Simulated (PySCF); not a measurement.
**SiO: energy against distance**

Set-up: basis Si pcseg-1, O pcseg-1; no relativity; PySCF 2.14. Energies in eV from Si + O in their ground configurations at the same level. State: ¹Σ⁺ (singlet), closed shell.

Curves on a restricted Hartree–Fock reference rise too fast on stretching and do not dissociate correctly.

| R (Å) | RHF-CCSD |
| --- | --- |
| 1.372 | -6.221 |
| 1.433 | -6.867 |
| 1.478 | -7.103 |
| 1.524 | -7.178 |
| 1.570 | -7.128 |
| 1.631 | -6.913 |
| 1.707 | -6.481 |
| 1.798 | -5.817 |

Q: Put a parabola through the three lowest points of the RHF-CCSD curve and estimate Re, k and ωe (reduced mass 10.18 u; 1 eV/Å² = 0.16022 mdyn/Å; ωe = 1302.8·√(k/μ) cm⁻¹).

A: Through R = 1.478, 1.524, 1.57 Å the second-order coefficient is 29.5 eV/Å², so Re ≈ 1.529 Å, k ≈ 9.46 mdyn/Å and ωe ≈ 1256 cm⁻¹. A polynomial fit of higher order to the unrounded RHF-CCSD energies gives Re = 1.526 Å, k = 9.45 mdyn/Å, ωe = 1256 cm⁻¹; anharmonicity and rounding make the difference.

The higher-order fit for each curve: RHF-CCSD: Re = 1.526 Å, ωe = 1256 cm⁻¹, De = 7.18 eV.

Correlated steps freeze 6 core orbitals. Correlated levels converge slowly with the basis: in double zeta they bind strong bonds too weakly, by up to about 1 eV, and carry superposition errors of some tenths. Where the molecule has an RHF reference, its open-shell atoms are computed with UHF. The CCSD T1 diagnostic is raised, a sign that a single reference may not be enough here.
